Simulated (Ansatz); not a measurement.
**Molecular dynamics of C₆H₆**

Input:

```yaml
crystal:
  periodic: [false, false, false]
  atoms:
    - { symbol: C, position_ang: [-2.652146, -0.483249, -1.020335] }
    - { symbol: C, position_ang: [-1.490277, -0.67739, -0.783669] }
    - { symbol: C, position_ang: [-0.063422, -0.916087, -0.496025] }
    - { symbol: C, position_ang: [0.432831, -1.113687, 0.92612] }
    - { symbol: C, position_ang: [0.735097, 0.038162, 0.389332] }
    - { symbol: C, position_ang: [1.357184, 1.399354, 0.444549] }
    - { symbol: H, position_ang: [-3.693433, -0.311015, -1.234252] }
    - { symbol: H, position_ang: [0.456938, -1.43668, -1.317962] }
    - { symbol: H, position_ang: [0.454497, -1.803038, 1.768978] }
    - { symbol: H, position_ang: [2.121976, 1.504409, -0.34034] }
    - { symbol: H, position_ang: [0.591869, 2.172132, 0.273992] }
    - { symbol: H, position_ang: [1.825887, 1.571989, 1.423412] }
magnetization:
  spin_polarized: true
basis:
  gaussian: { orbitals: STO-3G }
hamiltonian:
  xc: pbe0
md:
  timestep: 0.5
  n_steps: 195
  ensemble: nve
  temperature: 400.0
  initial_velocities: maxwell_boltzmann
  seed: 423012
  masses: [{ species: H, mass: 3.016 }]
```

Launched with:

```bash
$ ansatz run input.yaml --threads 1 --pin off --max-ram 2048MiB --backend cpu --events-out ev --progress --plain --runs-dir out
```

It starts from a relaxed structure.

Output, in part (one step line in 2, the closing report, with atoms numbered from 0):

```
md step     0: t =     0.00 fs  T =   400.0 K  F+E_penalty+E_count = -6230.77158491 eV  E_kin = 0.517040 eV  conserved = -6230.25454491 eV  (29 SCF iters)
md step     2: t =     1.00 fs  T =   382.9 K  F+E_penalty+E_count = -6230.74932702 eV  E_kin = 0.494998 eV  conserved = -6230.25432925 eV  (31 SCF iters)
md step     4: t =     2.00 fs  T =   342.0 K  F+E_penalty+E_count = -6230.69589893 eV  E_kin = 0.442048 eV  conserved = -6230.25385054 eV  (27 SCF iters)
md step     6: t =     3.00 fs  T =   299.0 K  F+E_penalty+E_count = -6230.64000366 eV  E_kin = 0.386523 eV  conserved = -6230.25348047 eV  (26 SCF iters)
md step     8: t =     4.00 fs  T =   271.2 K  F+E_penalty+E_count = -6230.60397529 eV  E_kin = 0.350499 eV  conserved = -6230.25347620 eV  (27 SCF iters)
md step    10: t =     5.00 fs  T =   259.0 K  F+E_penalty+E_count = -6230.58853508 eV  E_kin = 0.334775 eV  conserved = -6230.25376050 eV  (27 SCF iters)
md step    12: t =     6.00 fs  T =   250.0 K  F+E_penalty+E_count = -6230.57711667 eV  E_kin = 0.323086 eV  conserved = -6230.25403049 eV  (26 SCF iters)
md step    14: t =     7.00 fs  T =   231.8 K  F+E_penalty+E_count = -6230.55367308 eV  E_kin = 0.299623 eV  conserved = -6230.25404969 eV  (26 SCF iters)
md step    16: t =     8.00 fs  T =   203.6 K  F+E_penalty+E_count = -6230.51698385 eV  E_kin = 0.263163 eV  conserved = -6230.25382079 eV  (27 SCF iters)
md step    18: t =     9.00 fs  T =   175.7 K  F+E_penalty+E_count = -6230.48071352 eV  E_kin = 0.227171 eV  conserved = -6230.25354280 eV  (26 SCF iters)
md step    20: t =    10.00 fs  T =   161.0 K  F+E_penalty+E_count = -6230.46150027 eV  E_kin = 0.208061 eV  conserved = -6230.25343903 eV  (28 SCF iters)
md step    22: t =    11.00 fs  T =   164.0 K  F+E_penalty+E_count = -6230.46555893 eV  E_kin = 0.211978 eV  conserved = -6230.25358052 eV  (28 SCF iters)
md step    24: t =    12.00 fs  T =   178.4 K  F+E_penalty+E_count = -6230.48443787 eV  E_kin = 0.230606 eV  conserved = -6230.25383169 eV  (28 SCF iters)
md step    26: t =    13.00 fs  T =   192.7 K  F+E_penalty+E_count = -6230.50304081 eV  E_kin = 0.249063 eV  conserved = -6230.25397826 eV  (28 SCF iters)
md step    28: t =    14.00 fs  T =   199.9 K  F+E_penalty+E_count = -6230.51231668 eV  E_kin = 0.258393 eV  conserved = -6230.25392377 eV  (28 SCF iters)
md step    30: t =    15.00 fs  T =   202.2 K  F+E_penalty+E_count = -6230.51508448 eV  E_kin = 0.261322 eV  conserved = -6230.25376219 eV  (28 SCF iters)
md step    32: t =    16.00 fs  T =   206.5 K  F+E_penalty+E_count = -6230.52063485 eV  E_kin = 0.266966 eV  conserved = -6230.25366894 eV  (26 SCF iters)
md step    34: t =    17.00 fs  T =   217.2 K  F+E_penalty+E_count = -6230.53443170 eV  E_kin = 0.280701 eV  conserved = -6230.25373027 eV  (26 SCF iters)
md step    36: t =    18.00 fs  T =   231.4 K  F+E_penalty+E_count = -6230.55298914 eV  E_kin = 0.299115 eV  conserved = -6230.25387410 eV  (27 SCF iters)
md step    38: t =    19.00 fs  T =   242.9 K  F+E_penalty+E_count = -6230.56798896 eV  E_kin = 0.314029 eV  conserved = -6230.25396023 eV  (26 SCF iters)
md step    40: t =    20.00 fs  T =   248.0 K  F+E_penalty+E_count = -6230.57444413 eV  E_kin = 0.320519 eV  conserved = -6230.25392499 eV  (28 SCF iters)
md step    42: t =    21.00 fs  T =   248.0 K  F+E_penalty+E_count = -6230.57438674 eV  E_kin = 0.320551 eV  conserved = -6230.25383541 eV  (26 SCF iters)
md step    44: t =    22.00 fs  T =   247.1 K  F+E_penalty+E_count = -6230.57313725 eV  E_kin = 0.319344 eV  conserved = -6230.25379361 eV  (28 SCF iters)
md step    46: t =    23.00 fs  T =   247.2 K  F+E_penalty+E_count = -6230.57331335 eV  E_kin = 0.319482 eV  conserved = -6230.25383101 eV  (28 SCF iters)
md step    48: t =    24.00 fs  T =   246.7 K  F+E_penalty+E_count = -6230.57276099 eV  E_kin = 0.318855 eV  conserved = -6230.25390552 eV  (28 SCF iters)
md step    50: t =    25.00 fs  T =   242.2 K  F+E_penalty+E_count = -6230.56702861 eV  E_kin = 0.313076 eV  conserved = -6230.25395274 eV  (28 SCF iters)
md step    52: t =    26.00 fs  T =   231.6 K  F+E_penalty+E_count = -6230.55325414 eV  E_kin = 0.299317 eV  conserved = -6230.25393696 eV  (26 SCF iters)
md step    54: t =    27.00 fs  T =   215.4 K  F+E_penalty+E_count = -6230.53225876 eV  E_kin = 0.278380 eV  conserved = -6230.25387924 eV  (27 SCF iters)
md step    56: t =    28.00 fs  T =   196.1 K  F+E_penalty+E_count = -6230.50735564 eV  E_kin = 0.253532 eV  conserved = -6230.25382383 eV  (26 SCF iters)
md step    58: t =    29.00 fs  T =   176.5 K  F+E_penalty+E_count = -6230.48191743 eV  E_kin = 0.228141 eV  conserved = -6230.25377642 eV  (27 SCF iters)
md step    60: t =    30.00 fs  T =   158.9 K  F+E_penalty+E_count = -6230.45906164 eV  E_kin = 0.205353 eV  conserved = -6230.25370878 eV  (27 SCF iters)
md step    62: t =    31.00 fs  T =   146.6 K  F+E_penalty+E_count = -6230.44308784 eV  E_kin = 0.189463 eV  conserved = -6230.25362486 eV  (25 SCF iters)
md step    64: t =    32.00 fs  T =   143.5 K  F+E_penalty+E_count = -6230.43907912 eV  E_kin = 0.185491 eV  conserved = -6230.25358799 eV  (27 SCF iters)
md step    66: t =    33.00 fs  T =   151.1 K  F+E_penalty+E_count = -6230.44904337 eV  E_kin = 0.195369 eV  conserved = -6230.25367418 eV  (27 SCF iters)
md step    68: t =    34.00 fs  T =   165.3 K  F+E_penalty+E_count = -6230.46752953 eV  E_kin = 0.213652 eV  conserved = -6230.25387711 eV  (27 SCF iters)
md step    70: t =    35.00 fs  T =   176.7 K  F+E_penalty+E_count = -6230.48241834 eV  E_kin = 0.228368 eV  conserved = -6230.25405079 eV  (27 SCF iters)
md step    72: t =    36.00 fs  T =   177.7 K  F+E_penalty+E_count = -6230.48369401 eV  E_kin = 0.229679 eV  conserved = -6230.25401464 eV  (27 SCF iters)
md step    74: t =    37.00 fs  T =   170.2 K  F+E_penalty+E_count = -6230.47379878 eV  E_kin = 0.220032 eV  conserved = -6230.25376629 eV  (28 SCF iters)
md step    76: t =    38.00 fs  T =   165.4 K  F+E_penalty+E_count = -6230.46729638 eV  E_kin = 0.213748 eV  conserved = -6230.25354876 eV  (27 SCF iters)
md step    78: t =    39.00 fs  T =   172.6 K  F+E_penalty+E_count = -6230.47671964 eV  E_kin = 0.223113 eV  conserved = -6230.25360645 eV  (27 SCF iters)
md step    80: t =    40.00 fs  T =   189.3 K  F+E_penalty+E_count = -6230.49860165 eV  E_kin = 0.244703 eV  conserved = -6230.25389898 eV  (27 SCF iters)
md step    82: t =    41.00 fs  T =   202.4 K  F+E_penalty+E_count = -6230.51577305 eV  E_kin = 0.261633 eV  conserved = -6230.25414034 eV  (26 SCF iters)
md step    84: t =    42.00 fs  T =   200.9 K  F+E_penalty+E_count = -6230.51382835 eV  E_kin = 0.259722 eV  conserved = -6230.25410670 eV  (27 SCF iters)
md step    86: t =    43.00 fs  T =   186.2 K  F+E_penalty+E_count = -6230.49447929 eV  E_kin = 0.240644 eV  conserved = -6230.25383517 eV  (27 SCF iters)
md step    88: t =    44.00 fs  T =   170.3 K  F+E_penalty+E_count = -6230.47373816 eV  E_kin = 0.220184 eV  conserved = -6230.25355446 eV  (26 SCF iters)
md step    90: t =    45.00 fs  T =   166.2 K  F+E_penalty+E_count = -6230.46837179 eV  E_kin = 0.214890 eV  conserved = -6230.25348204 eV  (26 SCF iters)
md step    92: t =    46.00 fs  T =   177.3 K  F+E_penalty+E_count = -6230.48278735 eV  E_kin = 0.229124 eV  conserved = -6230.25366341 eV  (26 SCF iters)
md step    94: t =    47.00 fs  T =   195.0 K  F+E_penalty+E_count = -6230.50607635 eV  E_kin = 0.252120 eV  conserved = -6230.25395678 eV  (27 SCF iters)
md step    96: t =    48.00 fs  T =   206.1 K  F+E_penalty+E_count = -6230.52054184 eV  E_kin = 0.266402 eV  conserved = -6230.25413993 eV  (28 SCF iters)
md step    98: t =    49.00 fs  T =   202.0 K  F+E_penalty+E_count = -6230.51522746 eV  E_kin = 0.261161 eV  conserved = -6230.25406689 eV  (28 SCF iters)
md step   100: t =    50.00 fs  T =   186.3 K  F+E_penalty+E_count = -6230.49458480 eV  E_kin = 0.240791 eV  conserved = -6230.25379377 eV  (28 SCF iters)
md step   102: t =    51.00 fs  T =   171.3 K  F+E_penalty+E_count = -6230.47492123 eV  E_kin = 0.221363 eV  conserved = -6230.25355811 eV  (28 SCF iters)
md step   104: t =    52.00 fs  T =   167.6 K  F+E_penalty+E_count = -6230.47015720 eV  E_kin = 0.216578 eV  conserved = -6230.25357884 eV  (28 SCF iters)
md step   106: t =    53.00 fs  T =   174.3 K  F+E_penalty+E_count = -6230.47917332 eV  E_kin = 0.225351 eV  conserved = -6230.25382205 eV  (27 SCF iters)
md step   108: t =    54.00 fs  T =   180.9 K  F+E_penalty+E_count = -6230.48788868 eV  E_kin = 0.233866 eV  conserved = -6230.25402233 eV  (25 SCF iters)
md step   110: t =    55.00 fs  T =   178.5 K  F+E_penalty+E_count = -6230.48471288 eV  E_kin = 0.230751 eV  conserved = -6230.25396145 eV  (26 SCF iters)
md step   112: t =    56.00 fs  T =   169.9 K  F+E_penalty+E_count = -6230.47327764 eV  E_kin = 0.219584 eV  conserved = -6230.25369362 eV  (26 SCF iters)
md step   114: t =    57.00 fs  T =   167.0 K  F+E_penalty+E_count = -6230.46934103 eV  E_kin = 0.215862 eV  conserved = -6230.25347941 eV  (26 SCF iters)
md step   116: t =    58.00 fs  T =   179.5 K  F+E_penalty+E_count = -6230.48552836 eV  E_kin = 0.232003 eV  conserved = -6230.25352566 eV  (26 SCF iters)
md step   118: t =    59.00 fs  T =   205.2 K  F+E_penalty+E_count = -6230.51903652 eV  E_kin = 0.265232 eV  conserved = -6230.25380443 eV  (26 SCF iters)
md step   120: t =    60.00 fs  T =   231.3 K  F+E_penalty+E_count = -6230.55311305 eV  E_kin = 0.299016 eV  conserved = -6230.25409738 eV  (26 SCF iters)
md step   122: t =    61.00 fs  T =   244.3 K  F+E_penalty+E_count = -6230.57002449 eV  E_kin = 0.315841 eV  conserved = -6230.25418372 eV  (27 SCF iters)
md step   124: t =    62.00 fs  T =   240.1 K  F+E_penalty+E_count = -6230.56434501 eV  E_kin = 0.310334 eV  conserved = -6230.25401072 eV  (26 SCF iters)
md step   126: t =    63.00 fs  T =   226.3 K  F+E_penalty+E_count = -6230.54621499 eV  E_kin = 0.292486 eV  conserved = -6230.25372944 eV  (27 SCF iters)
md step   128: t =    64.00 fs  T =   215.6 K  F+E_penalty+E_count = -6230.53224311 eV  E_kin = 0.278665 eV  conserved = -6230.25357799 eV  (28 SCF iters)
md step   130: t =    65.00 fs  T =   214.8 K  F+E_penalty+E_count = -6230.53137784 eV  E_kin = 0.277698 eV  conserved = -6230.25368004 eV  (29 SCF iters)
md step   132: t =    66.00 fs  T =   219.5 K  F+E_penalty+E_count = -6230.53768278 eV  E_kin = 0.283753 eV  conserved = -6230.25393022 eV  (28 SCF iters)
md step   134: t =    67.00 fs  T =   218.5 K  F+E_penalty+E_count = -6230.53656338 eV  E_kin = 0.282475 eV  conserved = -6230.25408831 eV  (28 SCF iters)
md step   136: t =    68.00 fs  T =   204.9 K  F+E_penalty+E_count = -6230.51883587 eV  E_kin = 0.264829 eV  conserved = -6230.25400672 eV  (26 SCF iters)
md step   138: t =    69.00 fs  T =   182.2 K  F+E_penalty+E_count = -6230.48932897 eV  E_kin = 0.235560 eV  conserved = -6230.25376900 eV  (28 SCF iters)
md step   140: t =    70.00 fs  T =   161.3 K  F+E_penalty+E_count = -6230.46206602 eV  E_kin = 0.208478 eV  conserved = -6230.25358835 eV  (27 SCF iters)
md step   142: t =    71.00 fs  T =   150.4 K  F+E_penalty+E_count = -6230.44798978 eV  E_kin = 0.194413 eV  conserved = -6230.25357724 eV  (27 SCF iters)
md step   144: t =    72.00 fs  T =   150.5 K  F+E_penalty+E_count = -6230.44818792 eV  E_kin = 0.194516 eV  conserved = -6230.25367155 eV  (27 SCF iters)
md step   146: t =    73.00 fs  T =   157.4 K  F+E_penalty+E_count = -6230.45717973 eV  E_kin = 0.203416 eV  conserved = -6230.25376348 eV  (26 SCF iters)
md step   148: t =    74.00 fs  T =   166.5 K  F+E_penalty+E_count = -6230.46904819 eV  E_kin = 0.215218 eV  conserved = -6230.25383014 eV  (27 SCF iters)
md step   150: t =    75.00 fs  T =   174.3 K  F+E_penalty+E_count = -6230.47920710 eV  E_kin = 0.225309 eV  conserved = -6230.25389811 eV  (27 SCF iters)
md step   152: t =    76.00 fs  T =   177.4 K  F+E_penalty+E_count = -6230.48329825 eV  E_kin = 0.229351 eV  conserved = -6230.25394710 eV  (30 SCF iters)
md step   154: t =    77.00 fs  T =   173.8 K  F+E_penalty+E_count = -6230.47854652 eV  E_kin = 0.224639 eV  conserved = -6230.25390774 eV  (27 SCF iters)
md step   156: t =    78.00 fs  T =   165.3 K  F+E_penalty+E_count = -6230.46749006 eV  E_kin = 0.213720 eV  conserved = -6230.25376961 eV  (28 SCF iters)
md step   158: t =    79.00 fs  T =   158.4 K  F+E_penalty+E_count = -6230.45840252 eV  E_kin = 0.204777 eV  conserved = -6230.25362596 eV  (27 SCF iters)
md step   160: t =    80.00 fs  T =   159.6 K  F+E_penalty+E_count = -6230.45988638 eV  E_kin = 0.206298 eV  conserved = -6230.25358873 eV  (27 SCF iters)
md step   162: t =    81.00 fs  T =   170.6 K  F+E_penalty+E_count = -6230.47414854 eV  E_kin = 0.220454 eV  conserved = -6230.25369440 eV  (28 SCF iters)
md step   164: t =    82.00 fs  T =   186.3 K  F+E_penalty+E_count = -6230.49466165 eV  E_kin = 0.240779 eV  conserved = -6230.25388308 eV  (28 SCF iters)
md step   166: t =    83.00 fs  T =   197.8 K  F+E_penalty+E_count = -6230.50975275 eV  E_kin = 0.255717 eV  conserved = -6230.25403539 eV  (27 SCF iters)
md step   168: t =    84.00 fs  T =   198.0 K  F+E_penalty+E_count = -6230.51000158 eV  E_kin = 0.255965 eV  conserved = -6230.25403609 eV  (27 SCF iters)
md step   170: t =    85.00 fs  T =   186.8 K  F+E_penalty+E_count = -6230.49525767 eV  E_kin = 0.241396 eV  conserved = -6230.25386195 eV  (28 SCF iters)
md step   172: t =    86.00 fs  T =   171.9 K  F+E_penalty+E_count = -6230.47589179 eV  E_kin = 0.222258 eV  conserved = -6230.25363354 eV  (28 SCF iters)
md step   174: t =    87.00 fs  T =   163.9 K  F+E_penalty+E_count = -6230.46541116 eV  E_kin = 0.211867 eV  conserved = -6230.25354458 eV  (29 SCF iters)
md step   176: t =    88.00 fs  T =   166.6 K  F+E_penalty+E_count = -6230.46901585 eV  E_kin = 0.215332 eV  conserved = -6230.25368415 eV  (27 SCF iters)
md step   178: t =    89.00 fs  T =   173.8 K  F+E_penalty+E_count = -6230.47853856 eV  E_kin = 0.224612 eV  conserved = -6230.25392683 eV  (27 SCF iters)
md step   180: t =    90.00 fs  T =   174.7 K  F+E_penalty+E_count = -6230.47981561 eV  E_kin = 0.225775 eV  conserved = -6230.25404018 eV  (28 SCF iters)
md step   182: t =    91.00 fs  T =   164.3 K  F+E_penalty+E_count = -6230.46625585 eV  E_kin = 0.212346 eV  conserved = -6230.25391019 eV  (28 SCF iters)
md step   184: t =    92.00 fs  T =   148.5 K  F+E_penalty+E_count = -6230.44557810 eV  E_kin = 0.191928 eV  conserved = -6230.25364996 eV  (28 SCF iters)
md step   186: t =    93.00 fs  T =   139.0 K  F+E_penalty+E_count = -6230.43320751 eV  E_kin = 0.179720 eV  conserved = -6230.25348712 eV  (26 SCF iters)
md step   188: t =    94.00 fs  T =   143.4 K  F+E_penalty+E_count = -6230.43895888 eV  E_kin = 0.185415 eV  conserved = -6230.25354381 eV  (28 SCF iters)
md step   190: t =    95.00 fs  T =   159.4 K  F+E_penalty+E_count = -6230.45972505 eV  E_kin = 0.205982 eV  conserved = -6230.25374295 eV  (26 SCF iters)
md step   192: t =    96.00 fs  T =   177.8 K  F+E_penalty+E_count = -6230.48368616 eV  E_kin = 0.229770 eV  conserved = -6230.25391619 eV  (27 SCF iters)
md step   194: t =    97.00 fs  T =   190.6 K  F+E_penalty+E_count = -6230.50034868 eV  E_kin = 0.246400 eV  conserved = -6230.25394852 eV  (27 SCF iters)
md step   195: t =    97.50 fs  T =   194.2 K  F+E_penalty+E_count = -6230.50491320 eV  E_kin = 0.251003 eV  conserved = -6230.25390990 eV  (28 SCF iters)
Total energy: -6230.50493410 eV, -228.9668331404 hartree
Atom 0 at    -2.541425    -0.300309    -1.063508 Å, force    -0.362865     0.202682     0.162474 eV/Å
Atom 1 at    -1.456944    -0.700893    -0.717095 Å, force     0.566101    -0.059593    -0.728300 eV/Å
Atom 2 at    -0.008112    -1.031925    -0.468408 Å, force    -1.542268    -0.329946    -0.092349 eV/Å
Atom 3 at     0.503780    -1.124275     0.943877 Å, force     0.008290    -1.279213     1.703034 eV/Å
Atom 4 at     0.802426    -0.040204     0.311906 Å, force     0.351366     0.494314     0.178890 eV/Å
Atom 5 at     1.175123     1.376134     0.415884 Å, force     0.267065     0.113825     0.032339 eV/Å
Atom 6 at    -3.527287     0.104532    -1.328948 Å, force     0.761250    -0.460515     0.224914 eV/Å
Atom 7 at     0.479869    -1.659464    -1.222039 Å, force    -0.129052    -0.014314    -0.493485 eV/Å
Atom 8 at     0.495143    -1.650934     1.912205 Å, force    -0.076733     0.050099    -0.653328 eV/Å
Atom 9 at     1.571829     1.735116    -0.526365 Å, force     0.399442     0.469324    -0.380006 eV/Å
Atom 10 at     0.254747     1.901438     0.639730 Å, force    -0.565914     0.729054     0.038247 eV/Å
Atom 11 at     1.863840     1.540204     1.247857 Å, force     0.323318     0.084284     0.007569 eV/Å
Dipole moment:     0.158987     0.166374     0.145946 e Å
```

All steps were run. The conserved energy stayed within 0.093 meV per atom of its start (net change 0.053 meV per atom), so the integration is sound. The temperature averaged 0.45 of the 400 K drawn at the start: a run that starts near a minimum puts about half its kinetic energy into the potential. A run of 0.098 ps of so small a system gives no equilibrium averages. Limits of this set-up: minimal basis.

The same pairs are bonded in the first frame and the last. Pairs count as bonded within 1.25 times the sum of covalent radii (0.12 Å more for H–H).

Last frame:

```xyz
12
Properties=species:S:1:pos:R:3
C -2.541 -0.300 -1.063
C -1.457 -0.701 -0.717
C -0.008 -1.032 -0.468
C 0.504 -1.124 0.944
C 0.802 -0.040 0.312
C 1.175 1.376 0.416
H -3.527 0.104 -1.329
H 0.480 -1.659 -1.222
H 0.495 -1.651 1.912
H 1.572 1.735 -0.526
H 0.255 1.901 0.640
H 1.864 1.540 1.248
```

Time of the run: 10 min on 1 thread of Arm Neoverse V2, with other jobs on the host, peak memory 0.13 GiB.
